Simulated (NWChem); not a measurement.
Molecule: fluorine (F2); SMILES FF

```xyz
2

F      0.0000     0.0000     0.6878
F      0.0000     0.0000    -0.6878
```
Atoms are numbered in this order, from 1.

All runs: NWChem. Coordinates come from a PBE0-D3(BJ)/def2-TZVP optimisation. Hartree-Fock couplings suffer from near triplet instabilities. Isotropic indirect couplings, all four terms, static geometry, non-relativistic.

For level Hartree-Fock/pcJ-1:

```
Quantity                        Result
------------------------------  ------
J(19F atom 1, 19F atom 2) (Hz)  5715.9
```

Question: What are these values for level PBE0/pcJ-1?

Answer: 
- J(19F atom 1, 19F atom 2) (Hz): 13763.4
